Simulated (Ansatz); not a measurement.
# B₂H₂ (singlet): the correlation ladder at distance B1–B2 = 1.762 Å, cc-pVTZ

One table from this session's results is given with a row withheld; the runs are named, their logs left out.

Program: Ansatz 0.2.0, Gaussian basis. Level of theory: cc-pVTZ, core rule «outside noble gas», up to 2 orbitals frozen. These are calculated values, not measurements.

Plan: UHF; CCSD(T) on RHF; CCSD(T) on UHF; BCCD(T) on RHF; CCSDT(Q) on RHF; CCSDT(Q) on UHF; CASSCF and NEVPT2, 2 electrons in 2 orbitals.

6 further runs of the same task are left out: 6 for a known fault of the program. Runs told in other sessions of the task aren't counted.

**The system**

The geometry derives from a PBE0/def2-TZVP stationary point (not a proven minimum). One bond is set to the value named and the two fragments are kept rigid.

4 atoms, charge 0, spin multiplicity 1.

Atoms are counted from 1 here; the program's logs count them from 0.

Bond lengths: B1–B2 1.762 Å, B1–H3 1.199 Å, B1–H4 1.199 Å. Angles: B2–B1–H3 121.3°, B2–B1–H4 121.3°, H3–B1–H4 117.3°.

The first run:

File in.yaml:

```yaml
crystal:
  periodic: [false, false, false]
  atoms:
    - {symbol: B, position_ang: [0.000000, 0.000000, 0.752901]}
    - {symbol: B, position_ang: [0.000000, 0.000000, -1.009563]}
    - {symbol: H, position_ang: [0.000000, 1.023985, 1.376457]}
    - {symbol: H, position_ang: [0.000000, -1.023985, 1.376457]}
basis:
  gaussian: {orbitals: cc-pVTZ}
magnetization: {spin_polarized: true, initial_magnetization: 0}
hamiltonian: {xc: hf}
output: {orbitals: {seedname: orbitals}}
```

Command:

```bash
$ ansatz run in.yaml --threads 1 --pin off --events-out ev --progress --plain --max-ram 2816MiB --backend cpu
```

Among the steps run: UHF; CCSD(T) on RHF; CCSD(T) on UHF; BCCD(T) on RHF; CCSDT(Q) on RHF; CCSDT(Q) on UHF; CASSCF and NEVPT2, 2 electrons in 2 orbitals.

One of the session's tables, all rows but one given; the rest of the session is left out.

| method | from RCCSDT(Q) (meV) |
| --- | --- |
| RHF | +5645.7 |
| UHF | +5047.1 |
| RMP2 | +1270.2 |
| UMP2 | +1120.8 |
| RCCSD | +200.0 |
| UCCSD | +135.8 |
| RCCSD(T) | +38.9 |
| UCCSD(T) | -19.9 |
| BCCD(T) | +38.2 |
| RCCSDT | +8.4 |
| UCCSDT | -109.6 |
| RCCSDT(Q) | 0 |
| UCCSDT(Q) | -155.7 |
| CASSCF pair | +5020.7 |
| NEVPT2 pair | ? |

Q: Estimate the row for NEVPT2 pair from the others.

As computed: from RCCSDT(Q) (meV): +1203.1. In the column «from RCCSDT(Q) (meV)» it lies between UMP2 (+1120.8) and RMP2 (+1270.2).

The program flags UCCSDT(Q) as in doubt (see the logs), so read those rows with care; the flags are large difference.

To keep in mind: The determinant of HF (⟨S²⟩ 0.86) is far from a pure spin state, so its energy mixes those of several spin states; that is harmless only where they are near-degenerate. The determinant of CCSD(T) (⟨S²⟩ 0.86) is far from a pure spin state, so its energy mixes those of several spin states; high orders of coupled cluster remove much of that, low ones don't. The determinant of CCSDT(Q) (⟨S²⟩ 0.86) is far from a pure spin state, so its energy mixes those of several spin states; high orders of coupled cluster remove much of that, low ones don't. The program flags UCCSDT(Q) as in doubt, so read those rows with care; the flags are large difference. Warnings: restricted reference is unstable; spin contamination. Restricted and unrestricted rows rest on different reference determinants; a gap between their highest levels can come from leftover correlation error, from unlike frozen cores or from another state.
